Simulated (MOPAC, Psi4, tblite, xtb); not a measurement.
Approach curve of the dimer C2H2 ··· CH4O (SMILES C#C and CO). Monomers: optimised at B3LYP-D3(BJ) (def2-TZVP), held rigid. Orientation: lowest of the rigid-body minima from ten starts at GFN2-xTB. The monomers approach along the line of their centres of mass (distance R); nothing else relaxes.

Levels of theory: GFN2-xTB (tblite); PM6, restricted, heats of formation (MOPAC); GFN1-xTB (xtb); SAPT0/jun-cc-pVDZ, frozen core (Psi4).

Interaction energies in kJ/mol; the last columns give the difference from SAPT0:

| R / Å | GFN2-xTB | PM6 | GFN1-xTB | SAPT0/jun-cc-pVDZ | GFN2-xTB − SAPT0/jun-cc-pVDZ | PM6 − SAPT0/jun-cc-pVDZ | GFN1-xTB − SAPT0/jun-cc-pVDZ |
|---|---|---|---|---|---|---|---|
| 3.38 | 18.48 | 15.02 | 36.54 | 7.40 | 11.08 | 7.62 | 29.14 |
| 3.61 | -2.11 | -3.12 | 8.70 | -10.09 | 7.98 | 6.97 | 18.79 |
| 3.79 | -7.60 | -7.14 | -0.60 | -14.43 | 6.83 | 7.29 | 13.83 |
| 4.02 | -9.22 | -7.44 | -4.85 | -14.78 | 5.56 | 7.34 | 9.93 |
| 4.22 | -8.73 | -6.25 | -5.33 | -13.22 | 4.50 | 6.98 | 7.89 |
| 4.39 | -7.86 | -5.10 | -4.81 | -11.55 | 3.69 | 6.45 | 6.74 |
| 4.70 | -6.18 | -3.50 | -3.41 | -8.71 | 2.52 | 5.21 | 5.30 |
| 4.98 | -4.89 | -2.60 | -2.39 | -6.69 | 1.80 | 4.08 | 4.29 |
| 5.49 | -3.18 | -1.67 | -1.36 | -4.21 | 1.03 | 2.54 | 2.84 |
| 6.25 | -1.75 | -0.96 | -0.69 | -2.28 | 0.53 | 1.32 | 1.59 |
| 7.22 | -0.91 | -0.52 | -0.33 | -1.18 | 0.27 | 0.65 | 0.85 |
| 8.50 | -0.45 | -0.26 | -0.14 | -0.57 | 0.11 | 0.30 | 0.43 |

GFN2-xTB is furthest from SAPT0/jun-cc-pVDZ at 3.38 (11.08 kJ/mol, above); its mean absolute difference over the points is 3.82 kJ/mol.

PM6 is furthest from SAPT0/jun-cc-pVDZ at 3.38 (7.62 kJ/mol, above); its mean absolute difference over the points is 4.73 kJ/mol.

GFN1-xTB is furthest from SAPT0/jun-cc-pVDZ at 3.38 (29.14 kJ/mol, above); its mean absolute difference over the points is 8.47 kJ/mol.
